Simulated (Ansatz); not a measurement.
C2H4FNO, SMILES `NC1(F)CO1`, relaxed with RKS PBE0-D4/def2-TZVP in Ansatz 0.2.0 from a GFN2-xTB geometry. The force threshold is 0.005 eV/Å; the program also tests the step.

Charge 0, multiplicity 1.

Start:

```xyz
9

N     1.105   -0.293   -0.778
C     0.067   -0.390    0.158
F    -0.154   -1.691    0.480
C    -1.081    0.511    0.220
O    -0.070    0.479    1.220
H     1.349    0.669   -0.966
H     1.923   -0.807   -0.473
H    -2.040    0.118    0.530
H    -1.098    1.404   -0.391
```

(1) How much energy does the relaxation release, and in how many steps? (Best estimate.)

(2) Which bonds change most? (Estimate.)

(3) Give the relaxed structure. (Estimate.)

Results:

(1) The calculation gave: 2.80 kJ/mol, in 8 steps.

(2) The calculation gave: C4–O5 from 1.423 to 1.447 Å; C2–C4 from 1.460 to 1.446 Å; C2–O5 from 1.379 to 1.392 Å; C2–F3 from 1.358 to 1.351 Å.

(3) Computed: 
```xyz
9

N     1.101   -0.314   -0.781
C     0.050   -0.401    0.140
F    -0.155   -1.696    0.466
C    -1.069    0.512    0.216
O    -0.045    0.451    1.236
H     1.301    0.648   -1.013
H     1.936   -0.750   -0.409
H    -2.039    0.129    0.521
H    -1.079    1.423   -0.377
```
